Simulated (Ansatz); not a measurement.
I need a rigid scan of one bond angle of C2H6N, SMILES C[N]C. Use Ansatz 0.2.0 through its Python package. Use (for the species named): B3LYP, cc-pVDZ basis, multiplicity 2.

```tsv
atom	x (Å)	y (Å)	z (Å)
C	-0.2414	0.8671	-0.7806
N	0.3947	-0.3745	-0.5992
C	0.3039	-0.9187	0.6947
H	-1.3255	0.8003	-0.5948
H	-0.0772	1.2015	-1.8041
H	0.1323	1.6328	-0.0818
H	-0.7408	-1.1378	0.9685
H	0.8786	-1.8438	0.7296
H	0.6753	-0.2269	1.4677
```

Script `c2h6n_bend.py`:
```python
"""Bending curve of C2H6N."""

import ansatz as az
from ase import Atoms

atoms = Atoms(["C", "N", "C", "H", "H", "H", "H", "H", "H"], positions=[
    [-0.24136, 0.86706, -0.78056],
    [0.39472, -0.37445, -0.59924],
    [0.30392, -0.91875, 0.69466],
    [-1.32548, 0.80025, -0.59477],
    [-0.07717, 1.20154, -1.80414],
    [0.13225, 1.63276, -0.08177],
    [-0.74075, -1.13777, 0.96845],
    [0.87858, -1.84377, 0.72964],
    [0.67528, -0.22688, 1.46772],
])

# start the scan from a relaxed geometry
first = (
    az.Crystal.molecule_from_ase(atoms).calculation()
    .basis(gaussian="cc-pVDZ")  # the orbital basis, by name
    .functional("b3lyp")
    .spin("collinear", total=1)  # two spin channels
    .relax(force_tolerance=0.02, max_steps=80)
)
atoms.positions = first.run(threads=1, backend="cpu").report["positions_ang"]

rows = []
for angle in [85, 95, 105, 115, 125, 140, 160]:
    bent = atoms.copy()
    bent.set_angle(0, 1, 2, angle, indices=[2, 6, 7, 8])
    base = (
        az.Crystal.molecule_from_ase(bent).calculation()
        .basis(gaussian="cc-pVDZ")
        .functional("b3lyp")
        .spin("collinear", total=1)
    )
    rows.append((angle, base.run(threads=1, backend="cpu").report["free_energy_ev"]))
floor = min(e for _, e in rows)
for angle, e in rows:
    print(f"angle C0-N1-C2 = {angle:3d} deg   {1000 * (e - floor):9.1f} meV")
```

```console
$ python c2h6n_bend.py
angle C0-N1-C2 =  85 deg      1489.6 meV
angle C0-N1-C2 =  95 deg       445.7 meV
angle C0-N1-C2 = 105 deg        45.5 meV
angle C0-N1-C2 = 115 deg         0.0 meV
angle C0-N1-C2 = 125 deg       168.6 meV
angle C0-N1-C2 = 140 deg       642.8 meV
angle C0-N1-C2 = 160 deg      1343.5 meV
```

Notes:
- The scan is rigid, and the energies are electronic, in a modest basis. The zero is the lowest point of the grid, which needn't be the minimum.
- The run takes the species as open-shell (spin multiplicity 2), which needn't be its ground state.
- b3lyp holds the VWN-RPA fit, as in Gaussian; the form of ORCA and Turbomole is b3lyp5.
- The whole script took 44 s on 1 thread of Arm Neoverse V1 (shared host), peak memory 0.23 GiB.
